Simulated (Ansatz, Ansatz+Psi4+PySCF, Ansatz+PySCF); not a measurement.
| atom | x (Å) | y (Å) | z (Å) |
| --- | --- | --- | --- |
| N | -0.0116 | 0.7105 | -0.0916 |
| N | -0.0060 | -0.7036 | -0.0891 |
| H | -0.9365 | 0.9920 | -0.2944 |
| H | -0.2031 | -1.0832 | 0.8635 |
| H | 0.9635 | -0.9933 | -0.2988 |

Basis set: cc-pVTZ (spherical functions). Frozen core: 2 orbitals. Correlation on ROHF uses semicanonical orbitals with singles. Charge 0, multiplicity 2.

Computed with Ansatz (development build ahead of 0.2.0); each method stands on the lowest determinant of its kind that the runs found.

(1) Give the atomization energy at this shape (free ground-state atoms in the same class of orbitals less the molecule, no zero-point energy) of doublet N2H3 by ROHF-MP2, UHF-MP2.

Results:

(1)

```
  method  atomization energy
ROHF-MP2       1336.8 kJ/mol
 UHF-MP2       1332.6 kJ/mol
```
